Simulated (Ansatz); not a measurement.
MgF2⁻. Charge -1, multiplicity 2. Geometry r2SCAN-D4/def2-TZVPD; atoms count from 1.

```xyz
3

Mg    0.558    0.117    0.094
F    -0.685    0.884    1.185
F     0.127   -1.001   -1.279
```

The highest occupied level of the charge -1 doublet lies above zero (up to 0.40 eV). By energy differences its removal costs 1.43 eV (vertical, to the charge 0 singlet, at PBE0-D4/def2-TZVPD); a positive level beside a positive removal energy at the same level points to self-interaction error. The structure comes from a short search, and lower isomers may exist.

Problem. Estimate the Mulliken populations from the PBE0/def2-TZVPD orbitals of Ansatz.

Solution. 
| atom | charge (e) | spin (α − β) |
| --- | --- | --- |
| Mg1 | 0.32 | 1.21 |
| F2 | -0.66 | -0.10 |
| F3 | -0.66 | -0.10 |
Mulliken values and Mayer orders depend strongly on the basis. With diffuse functions, as here, like atoms can get unlike values, and bond orders can come out too low or too high.

Problem. Where does the spin sit?

Solution. Summed by element: Mg 1.21, F -0.21, of 1 unpaired in all. Largest on single atoms: Mg1 1.21, F2 -0.10, F3 -0.10.
